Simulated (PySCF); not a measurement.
ethanol cation (C2H6O), SMILES CCO (connectivity only; charge and spin as stated), charge +1, multiplicity 2. Atoms are numbered in the order given.

```xyz
9

C     -0.2067     1.2217     0.0000
C      0.4744    -0.0914     0.0000
O     -0.2268    -1.2367     0.0000
H      0.5328     2.0227     0.0000
H     -0.8399     1.3372    -0.8874
H     -0.8399     1.3372     0.8874
H      1.2765    -0.2420     0.7949
H      1.2765    -0.2420    -0.7949
H     -1.1975    -1.1009     0.0000
```
Charge +1, spin multiplicity 2.

The structure is a stationary point at PBE0-D3(BJ)/def2-TZVP. The spin state was assumed, not searched. One conformer was computed; it need not be the lowest.

Two levels are set side by side: PBE/pcH-1 (PySCF) and PBE0/pcH-1 (PySCF). Contact hyperfine couplings, same geometry. Differences are taken from unrounded values.

```
quantity                       PBE0    PBE  PBE minus PBE0
----------------------------  -----  -----  --------------
A(iso) of 13C, atom C1 (MHz)  -10.7  -10.9            -0.2
A(iso) of 13C, atom C2 (MHz)  -45.0  -37.0             8.0
A(iso) of 17O, atom O3 (MHz)  -44.8  -23.1            21.7
A(iso) of 1H, atom H4 (MHz)    -3.2   -3.6            -0.4
A(iso) of 1H, atom H5 (MHz)    61.5   85.6            24.2
A(iso) of 1H, atom H6 (MHz)    61.5   85.6            24.2
A(iso) of 1H, atom H7 (MHz)   443.2  436.7            -6.6
A(iso) of 1H, atom H8 (MHz)   443.2  436.7            -6.6
A(iso) of 1H, atom H9 (MHz)   -42.7  -33.7             9.0
```

Rough cost on one machine, each run with all the roots and properties that it gave: PBE0 against PBE within a factor of 2.
